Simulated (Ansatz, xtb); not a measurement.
# C3H5FO2: 3 structures ranked

3 gas-phase structures of C3H5FO2, from a drawn sample of its isomers (lower ones may exist). Each was relaxed with GFN2-xTB:

A. `OC1(F)COC1`, a singlet
B. `O[C@@H]1CO[C@@H]1F`, a singlet
C. `O[C@@H]1CO[C@H]1F`, a singlet

Task: Which do you expect lowest at r2SCAN-D4/def2-SVP, and how would the others follow?

Result: Calculated order at r2SCAN-D4/def2-SVP: B (0.0), A (1.4), C (3.1) kcal/mol.

Energies above the lowest of each column, in kcal/mol; the last columns are at B3LYP/def2-SVP geometries:

| structure | GFN2-xTB | HF/STO-3G | r2SCAN-D4/def2-SVP | B3LYP/def2-SVP | CCSD(T)/def2-SVP + ΔMP2/def2-TZVPP |
| --- | --- | --- | --- | --- | --- |
| B | 1.5 | 1.5 | 0.0 | 0.0 | 0.0 |
| A | 0.0 | 0.0 | 1.4 | 1.2 | 1.6 |
| C | 3.0 | 2.0 | 3.1 | 2.6 | 2.5 |

CCSD(T)/def2-SVP + ΔMP2/def2-TZVPP puts B lowest; GFN2-xTB picks A, HF/STO-3G picks A. Flexible structures stand in one conformer each, not always the lowest. ΔMP2 is the change of the MP2 energy from the smaller to the larger basis.

Programs: Ansatz 0.2.0, xtb 6.7.1.
